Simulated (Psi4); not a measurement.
# CCl2F (dichlorofluoromethyl radical): UCCSD/def2-SVPD

Aim: the vertical doublet–quartet gap of CCl2F (dichlorofluoromethyl radical) at UCCSD/def2-SVPD, from 2 runs. 

Program for the calculation: Psi4 1.11.

### Step 1. Starting point

The species is CCl2F (4 atoms), meant as a doublet with charge 0. SMILES: `F[C](Cl)Cl`. The coordinates come from a PBE0-D4/def2-TZVP relaxation.

Bond lengths: F1–C2 1.320 Å, C2–Cl3 1.708 Å, C2–Cl4 1.708 Å. Angles: F1–C2–Cl3 113.5°, F1–C2–Cl4 113.5°, Cl3–C2–Cl4 117.7°.

### Step 2. A single-point energy at UCCSD/def2-SVPD

job.inp

```
memory 1600 mb

molecule m {
  0 2
  F
  C 1 r2
  Cl 2 r3 1 a3
  Cl 2 r4 1 a4 3 d4

  r2 = 1.320436
  r3 = 1.708024
  a3 = 113.51212
  r4 = 1.70809
  a4 = 113.50972
  d4 = -137.92711
  symmetry c1
  no_reorient
  no_com
}

set {
  basis def2-SVPD
  reference uhf
  puream true
  e_convergence 1e-09
  d_convergence 1e-08
  scf_type pk
  num_frozen_docc 12
  maxiter 200
}

e, wfn = energy('ccsd', return_wfn=True)
print_variables()
```

The run is started by

```sh
psi4 -n 1 job.inp job.out
```

job.out:

```text
[...]
  Running in c1 symmetry.
[...]
  Nuclear repulsion =  200.857209988769284
[...]
  Multiplicity = 2
[...]
  Nalpha       = 25
  Nbeta        = 24
[...]
    Number of basis functions: 97
[...]
   @UHF iter   1: -1055.77645829659309   -7.00977e-02   3.90272e-03 ADIIS/DIIS
[...]
   @UHF iter  15: -1055.85711656487820   -2.04636e-12   5.03388e-09 DIIS
[...]
   @S^2 Observed:                7.619331916E-01
[...]
    Orbital Energies [Eh]
    ---------------------
    Alpha Occupied:
       1A   -104.853155     2A   -104.853120     3A    -26.365061
       4A    -11.465887     5A    -10.613508     6A    -10.613491
       7A     -8.088761     8A     -8.088748     9A     -8.085494
      10A     -8.085482    11A     -8.084654    12A     -8.084642
      13A     -1.675904    14A     -1.231597    15A     -1.147986
      16A     -0.909567    17A     -0.785946    18A     -0.768675
      19A     -0.745849    20A     -0.604221    21A     -0.593224
      22A     -0.523610    23A     -0.505422    24A     -0.480765
      25A     -0.403771
    Alpha Virtual:
[...]
  @UHF Final Energy: -1055.85711656487820
   => Energetics <=
    Nuclear Repulsion Energy =            200.8572099887692843
    One-Electron Energy =               -1858.8278648104696913
    Two-Electron Energy =                 602.1135382568222667
    Total Energy =                      -1055.8571165648781971
  UHF NO Occupations:
  HONO-2 :   23  A 1.9983750
  HONO-1 :   24  A 1.9977322
[...]
 Multipole Moments:
 ------------------------------------------------------------------------------------
     Multipole            Electronic (a.u.)      Nuclear  (a.u.)        Total (a.u.)
 ------------------------------------------------------------------------------------
 L = 1.  Multiply by 2.5417464519 to convert [e a0] to [Debye]
 Dipole X            :          0.0610423           -0.0479461            0.0130962
 Dipole Y            :          0.0233596           -0.0184357            0.0049238
 Dipole Z            :         -0.4040058            0.6184027            0.2143970
 Magnitude           :                                                    0.2148530
[...]
      * MP2 total energy                      = -1056.453827767942130
[...]
      * CCSD total energy                     = -1056.484270001845516
[...]
```

Wall time 78 s (1 thread of Intel Xeon Platinum 8275CL at 3.00GHz (Skylake/Cascade Lake), shared host); peak memory 0.71 GiB.

### Step 3. The quartet

input.inp

```
memory 1600 MB

molecule m {
  0 4
  F      2.27882073    -0.14834350     1.22340869
  C     -0.07029781     0.20333453     0.45901448
  Cl    -1.76462626    -2.53204403     0.20409042
  Cl    -0.33901687     2.36310252    -1.92468606
  units au
  symmetry c1
}

set {
  basis           def2-SVPD
  reference       uhf
  puream          true
  e_convergence   1e-09
  d_convergence   1e-08
  scf_type        pk
  num_frozen_docc 12
  maxiter         200
}

energy_value, wavefunction = energy("ccsd", return_wfn=True)
print_variables()
```

The run is started by

```sh
psi4 -n 1 input.inp input.out
```

input.out:

```text
[...]
  Running in c1 symmetry.
[...]
  Nuclear repulsion =  200.857217714666945
[...]
  Multiplicity = 4
[...]
  Nalpha       = 26
  Nbeta        = 23
[...]
    Number of basis functions: 97
[...]
   @UHF iter   1: -1055.50123148323200    2.05129e-01   3.18918e-03 DIIS/ADIIS
[...]
   @UHF iter  36: -1055.57304951166429   -5.45697e-12   4.34270e-09 DIIS
[...]
   @S^2 Observed:                3.787204774E+00
[...]
    Orbital Energies [Eh]
    ---------------------
    Alpha Occupied:
       1A   -104.891109     2A   -104.891037     3A    -26.348369
       4A    -11.390820     5A    -10.649252     6A    -10.649189
       7A     -8.132856     8A     -8.132789     9A     -8.122818
      10A     -8.122756    11A     -8.117222    12A     -8.117160
      13A     -1.659892    14A     -1.272801    15A     -1.198322
      16A     -0.925893    17A     -0.787256    18A     -0.766551
      19A     -0.762337    20A     -0.625482    21A     -0.622982
      22A     -0.566361    23A     -0.562345    24A     -0.531933
      25A     -0.414995    26A     -0.198780
    Alpha Virtual:
[...]
  @UHF Final Energy: -1055.57304951166429
   => Energetics <=
    Nuclear Repulsion Energy =            200.8572177146669446
    One-Electron Energy =               -1858.1533274646803875
    Two-Electron Energy =                 601.7230602383490350
    Total Energy =                      -1055.5730495116642942
  UHF NO Occupations:
  HONO-2 :   24  A 1.0000000
  HONO-1 :   25  A 1.0000000
[...]
 Multipole Moments:
 ------------------------------------------------------------------------------------
     Multipole            Electronic (a.u.)      Nuclear  (a.u.)        Total (a.u.)
 ------------------------------------------------------------------------------------
 L = 1.  Multiply by 2.5417464519 to convert [e a0] to [Debye]
 Dipole X            :          0.4049848           -0.5710301           -0.1660453
 Dipole Y            :          0.0079240            0.0644675            0.0723915
 Dipole Z            :          0.2907873           -0.2341562            0.0566310
 Magnitude           :                                                    0.1897858
[...]
      * MP2 total energy                      = -1056.179832035410072
[...]
      * CCSD total energy                     = -1056.209504564710187
[...]
```

It took 2.4 min on 1 thread of Intel Xeon Platinum 8275CL at 3.00GHz (Skylake/Cascade Lake), shared host; peak memory 0.72 GiB.

### Step 4. Outcome

At UCCSD/def2-SVPD, 12 core orbitals frozen:

| quantity | value |
| --- | --- |
| doublet: total energy | -1056.48427 Eh |
| doublet: HOMO energy (Hartree–Fock orbitals) (highest over α and β) | -10.99 eV |
| doublet: LUMO energy (Hartree–Fock orbitals) (lowest over α and β) | 1.95 eV |
| doublet: correlation energy (12 core orbitals frozen) | -627.2 mEh |
| doublet: ⟨S²⟩ of the reference determinant | 0.762 |
| doublet: T1 diagnostic | 0.022 |
| quartet: total energy | -1056.20950 Eh |
| quartet: HOMO energy (Hartree–Fock orbitals) (highest over α and β) | -5.41 eV |
| quartet: LUMO energy (Hartree–Fock orbitals) (lowest over α and β) | -3.94 eV |
| quartet: correlation energy (12 core orbitals frozen) | -636.5 mEh |
| quartet: ⟨S²⟩ of the reference determinant | 3.787 |
| quartet: T1 diagnostic | 0.035 |
| vertical energy of the quartet above the doublet | 7.477 eV |

In words: At this shape the quartet lies 7.48 eV (172 kcal/mol) above the doublet.
